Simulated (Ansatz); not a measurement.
**BCl3 (singlet): from Hartree-Fock to the top rungs, cc-pV(Q+d)Z**

One table from this session's results is given with a row withheld; the runs are named, their logs left out.

Computed with Ansatz 0.2.0, Gaussian basis. Level: cc-pV(Q+d)Z, core rule «outside noble gas», up to 16 orbitals frozen.

The runs, in order: UHF; CCSD(T) on RHF; BCCD(T) on RHF.

19 further runs of the same task are left out: 2 that didn't finish, 17 set aside as unsound or not needed.

**The geometry**

The geometry is an MP2(full)/6-31G* stationary point (not a proven minimum).

4 atoms, charge 0, spin multiplicity 1.

Atoms are counted from 1 here; the program's logs count them from 0.

Bond lengths: B1–Cl2 1.735 Å, B1–Cl3 1.735 Å, B1–Cl4 1.735 Å. Angles: Cl2–B1–Cl3 120.0°, Cl2–B1–Cl4 120.0°, Cl3–B1–Cl4 120.0°.

The first run:

in.yaml reads:

```yaml
crystal:
  periodic: [false, false, false]
  atoms:
    - {symbol: B, position_ang: [0.000000, 0.000000, 0.000000]}
    - {symbol: Cl, position_ang: [0.000000, 1.735352, 0.000000]}
    - {symbol: Cl, position_ang: [1.502859, -0.867676, 0.000000]}
    - {symbol: Cl, position_ang: [-1.502859, -0.867676, 0.000000]}
basis:
  gaussian: {orbitals: "cc-pV(Q+d)Z.json"}
magnetization: {spin_polarized: true, initial_magnetization: 0}
hamiltonian: {xc: hf}
output: {orbitals: {seedname: orbitals}}
```

Run with:

```console
$ ansatz run in.yaml --threads 1 --pin off --events-out ev --progress --plain --max-ram 4096MiB --backend cpu
```

Steps of the session up to this table: UHF; CCSD(T) on RHF; BCCD(T) on RHF.

One of the session's tables, all rows but one given; the rest of the session is left out.

```
  method  from RCCSD(T) (kcal/mol)
     RHF                   +503.53
    RMP2                         ?
   RCCSD                    +23.95
RCCSD(T)                         0
 BCCD(T)                     -0.15
```

**Question.** Estimate the row for RMP2.

As computed: from RCCSD(T) (kcal/mol): +48.89. In the column «from RCCSD(T) (kcal/mol)» it lies between RCCSD (+23.95) and RHF (+503.53).

With the free atoms at the same levels and basis (separate runs), the atomisation energy is 13.823 eV at RCCSD(T), 10.597 eV at RHF.
